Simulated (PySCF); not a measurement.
## Vibration and rotation of Cl₂⁻

UHF-CCSD(T) constants of Cl₂⁻, doublet, unpaired electrons σ ↑ (PySCF, spin-free X2C with a Gaussian nucleus, basis sets Cl aug-cc-pVDZ-DK; masses 34.9689 and 34.9689 u):

| Item | Value |
| --- | --- |
| ωe | 246.9 cm⁻¹ |
| ωexe | 1.69 cm⁻¹ |
| Be | 0.13633 cm⁻¹ |
| αe | 0.00111 cm⁻¹ |
| D (centrifugal) | 1.66e-07 cm⁻¹ |

Task: Give the vibrational terms G(v) and spacings up to v = 6.

Result: G(v) = ωe(v+½) − ωexe(v+½)².

```tsv
v	G(v) (cm⁻¹)	G(v) − G(v−1)	Bv (cm⁻¹)
0	123		0.1358
1	367	244	0.1347
2	607	240	0.1336
3	843	237	0.1324
4	1077	233	0.1313
5	1307	230	0.1302
6	1533	227	0.1291
```

Correlated steps freeze 10 core orbitals. The state is the lowest determinant that a PBE0 search found; another state may lie lower at other levels.
